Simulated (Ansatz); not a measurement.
The first iterations of a band of CH4AlF (7 atoms, charge 0, multiplicity 1).

The calculation used Ansatz, RHF/def2-SVP.

| Item | Value |
| --- | --- |
| movable images | 5 |
| climbing image | yes |
| spring | 5.0 eV/Å² |
| optimiser | quadratic models (default) |
| start path | through a guess of the saddle point |
| force threshold | 0.05 eV/Å |
| iteration limit | 60 |
| end points | relaxed |

Initial state:

```xyz
7
Properties=species:S:1:pos:R:3
Al 0.183 0.001 0.174
H 0.273 -0.001 1.742
F 1.633 -0.001 -0.633
C -1.469 0.002 -0.865
H -2.057 -0.901 -0.668
H -2.106 0.851 -0.597
H -1.280 0.049 -1.940
```

Final state:

```xyz
7
Properties=species:S:1:pos:R:3
Al -1.031 0.924 0.812
H 1.976 -0.389 0.848
F 1.350 -0.526 0.210
C -1.681 0.123 -0.904
H -1.893 -0.949 -0.792
H -2.606 0.600 -1.253
H -0.939 0.218 -1.705
```

| iteration | highest image above the first end (eV) | largest band force component (eV/Å) |
| --- | --- | --- |
| 1 | 4.974 | 12.160 |
| 2 | 4.361 | 2.883 |
| 3 | 4.114 | 1.965 |

Problem. Does the band converge within its limit, and where does its top end?

Solution. It converged. It ended after 9 iterations with the highest image 4.295 eV above the first end. Neighbouring images differ by up to 2.6 eV, so the band resolves the path poorly. A vibrational analysis at the climbing image gives 2 clearly imaginary modes (1889i, 64i cm⁻¹): a point of higher order, so a lower path passes nearby. The orbitals stay closed-shell, which can raise the energy where a bond breaks towards radicals; this wasn't checked here.

The run took 32 s on 1 thread of Arm Neoverse V1 (shared host), peak memory 0.11 GiB.
